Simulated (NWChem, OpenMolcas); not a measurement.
# How basis sets differ on CH2O2 (formic acid)

CH2O2: 5 atoms, total charge 0, spin state singlet. As SMILES, `O=CO`. The coordinates come from a PBE0-D4/def2-TZVP relaxation. This is one conformer, not always the lowest.

```xyz
5

O    -0.3871   -0.4257    1.2053
C    -0.2309   -0.3472    0.0240
O     0.4570    0.6133   -0.5980
H    -0.6318   -1.0550   -0.7151
H     0.7928    1.2147    0.0838
```

Each level gives the dipole moment (D). The values are calculated.

```csv
level,kind,program,value (D)
HF/ANO-R0 (sfX2C),Hartree–Fock,OpenMolcas,0.66
HF/STO-3G,Hartree–Fock,OpenMolcas,0.82
HF/3-21G,Hartree–Fock,NWChem,1.32
HF/ANO-R1 (sfX2C),Hartree–Fock,OpenMolcas,1.65
HF/def2-SVP,Hartree–Fock,NWChem,1.63
"HF/6-31G** (RICD fitting, Cartesian functions)",Hartree–Fock,OpenMolcas,1.60
HF/cc-pVTZ,Hartree–Fock,NWChem,1.70
```

The values span 0.66 to 1.70 D. Magnitudes only. Sets without polarisation functions give poor dipoles. Without the sets that lack polarisation functions the rows with a basis span only 1.60 to 1.70 D.
